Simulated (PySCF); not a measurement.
## Computed spin Hamiltonian

Species: C₃HNO (triplet state).
Z-matrix (Å and degrees, GFN2-xTB geometry), rows numbered from 1:
```
N 
C   1  1.1827
C   2  1.2999  1  174.34
C   3  1.3926  2  155.66  1   179.83
O   4  1.2063  3  131.41  2  -179.87
H   4  1.1247  3  108.94  2     0.10
```

The hyperfine couplings belong to this conformer and change with its torsions.

The species is `C([C]C#N)=O` [triplet].

Computed with UKS B3LYP, pcH-1 on C H N O, non-relativistic, mean-field spin-orbit, GIAO in PySCF. Geometry: GFN2-xTB, one conformer, isolated molecule. This triplet need not be the ground state; the singlet was not compared here. A GFN2-xTB geometry isn't a minimum of the functional, and hyperfine couplings can be far from their values at a DFT geometry. No stability test was run, so a lower SCF solution isn't excluded.

```json
{
  "g1, g2, g3": "2.00276, 2.00351, 2.00591",
  "g_iso": "2.00406",
  "Form of g": "rhombic: the two nearest values differ by 24 % of g3 − g1",
  "⟨S²⟩": "2.0548 (exact 2.0000)",
  "Basis functions": "135"
}
```

Hyperfine couplings atom by atom, in MHz; T1 to T3 are the principal values of the dipolar part; ρ(0) is the spin density at the nucleus:

```json
{"atom": "N1", "isotope": "14N", "a_iso": "10.0", "T1": "-20.7", "T2": "9.2", "T3": "11.5", "Mulliken spin population": "0.86", "ρ(0) (bohr⁻³)": "0.0618"}
{"atom": "C2", "isotope": "13C", "a_iso": "-49.7", "T1": "-11.8", "T2": "-11.5", "T3": "23.4", "Mulliken spin population": "-0.41", "ρ(0) (bohr⁻³)": "-0.0885"}
{"atom": "C3", "isotope": "13C", "a_iso": "86.7", "T1": "-59.3", "T2": "21.5", "T3": "37.8", "Mulliken spin population": "1.37", "ρ(0) (bohr⁻³)": "0.1543"}
{"atom": "C4", "isotope": "13C", "a_iso": "-33.9", "T1": "-10.5", "T2": "2.5", "T3": "8.0", "Mulliken spin population": "-0.15", "ρ(0) (bohr⁻³)": "-0.0604"}
{"atom": "O5", "isotope": "17O", "a_iso": "-12.1", "T1": "-41.5", "T2": "18.1", "T3": "23.4", "Mulliken spin population": "0.28", "ρ(0) (bohr⁻³)": "0.0401"}
{"atom": "H6", "isotope": "1H", "a_iso": "60.3", "T1": "-5.0", "T2": "-1.3", "T3": "6.3", "Mulliken spin population": "0.06", "ρ(0) (bohr⁻³)": "0.0270"}
```

The Mulliken spin populations are largest on C3 (+1.37), N1 (+0.86), C2 (-0.41) and O5 (+0.28). Three atoms exceed +0.15. The positive populations add up to 2.56 and the negative ones to -0.56, together 2S = 2.

Axes: g1 is normal to the molecular plane.

The 17O coupling of O5 (-12.1 MHz) shows only in satellite lines or after enrichment, since that isotope makes up about 0.038 % of natural oxygen.

The 13C coupling of C3 (86.7 MHz) shows only in satellite lines or after enrichment, since that isotope makes up about 1.07 % of natural carbon.
